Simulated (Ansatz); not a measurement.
Basis-set extrapolation for C₂H₅ClO, SMILES `CC(O)Cl` (PBE0-D4/def2-TZVP geometry, frozen core, Ansatz 0.2.0). Multiplicity 1, RHF reference.

```
                      def2-TZVPP   def2-QZVPP
                 HF  -613.086601  -613.106688
    MP2 correlation    -0.780729    -0.842517
CCSD(T) correlation    -0.850896      not run
```

Energies in hartree. Use E(X) = E(∞) + A·exp(−7.88·√X) for Hartree–Fock and E(X) = E(∞) + B·X^(−2.97) for correlation, with X = 3 and 4, and add CCSD(T) minus MP2 of the smaller set to the MP2 limit.

Q: What is the CCSD(T) energy at the basis-set limit?

A: HF limit: -613.106688 + (-0.020087) × 0.13774 = -613.10945. MP2 limit: -0.842517 + (-0.061788) × 0.74074 = -0.88829. Higher-order term: -0.850896 − (-0.780729) = -0.07017. Total: -614.06791 hartree, 81.8 kcal/mol below CCSD(T)/def2-TZVPP.
